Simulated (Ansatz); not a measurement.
in.yaml

```yaml
crystal:
  periodic: [false, false, false]
  atoms:
    - {symbol: O, position_ang: [0.000000, 0.000000, 0.000000]}
    - {symbol: C, position_ang: [0.000000, 0.000000, 1.308000]}
basis:
  gaussian: {orbitals: 6-31G}
total_charge: 1
magnetization: {spin_polarized: false, initial_magnetization: 1}
correlation: {method: fci, electrons: outside_noble_gas}
```

```sh
$ ansatz run in.yaml --threads 1 --pin off --events-out ev --progress --plain --max-ram 2393MiB
```

Output:

```
341 factors; integrals over basis functions are off by at most 3.7e-8 eV
mean field evaluation 1: about -3038.9929 eV, gradient 6.6e1 eV
mean field evaluation 2: about -3039.0065 eV, gradient 6.6e1 eV
mean field evaluation 4: about -3050.2346 eV, gradient 4.7e0 eV
mean field evaluation 8: about -3050.4672 eV, gradient 2.5e-1 eV
mean field evaluation 16: about -3047.2955 eV, gradient 3.7e1 eV
mean field evaluation 32: about -3050.4712 eV, gradient 2.1e-5 eV
mean field evaluation 64: about -3043.7663 eV, gradient 2.6e0 eV
mean field evaluation 96: about -3050.9486 eV, gradient 2.9e0 eV
mean field -3050.99067077 eV, -112.1218391152 hartree, gradient 5.8e-6 eV, S^2 0.750000; 10 other end points of the search recorded, 0 dependent functions left out
mean field evaluation 128: about -3050.5378 eV, gradient 1.1e0 eV
determinant -3050.99067077 eV, -112.1218391152 hartree, with singles and doubles -3055.89211057 eV, -112.3019637052 hartree
determinant -3050.47124111 eV, -112.1027504272 hartree, with singles and doubles -3057.39458859 eV, -112.3571787540 hartree
unrestricted determinant -3051.81922271 eV, -112.1522878373 hartree, S^2 1.7773
2 core orbitals not correlated: weight in the atoms' cores, before any rotation towards them, 1.000 or more for the frozen orbitals, at most 0.000 for the correlated occupied ones
reference -3050.99067077 eV, -112.1218391152 hartree; 5, 4 occupied and 11, 12 virtual orbitals, 341 factors
state -3057.96946265 eV, -112.3783049863 hartree
2 core orbitals not correlated: weight in the atoms' cores, before any rotation towards them, 1.000 or more for the frozen orbitals, at most 0.000 for the correlated occupied ones
state -3057.97142589 eV, -112.3783771341 hartree
Total energy: -3057.97142589 eV, -112.3783771341 hartree
```

Natural occupations: 1.9854 1.9311 1.8716 1.8716 1.0154 0.1289 0.1289 0.0368 0.0090 0.0065 0.0065 0.0034 0.0022 0.0011 0.0011 0.0007.

Ran on 1 thread of Intel Xeon Platinum 8375C, shared host: 47 s wall, 0.31 GiB peak host memory.
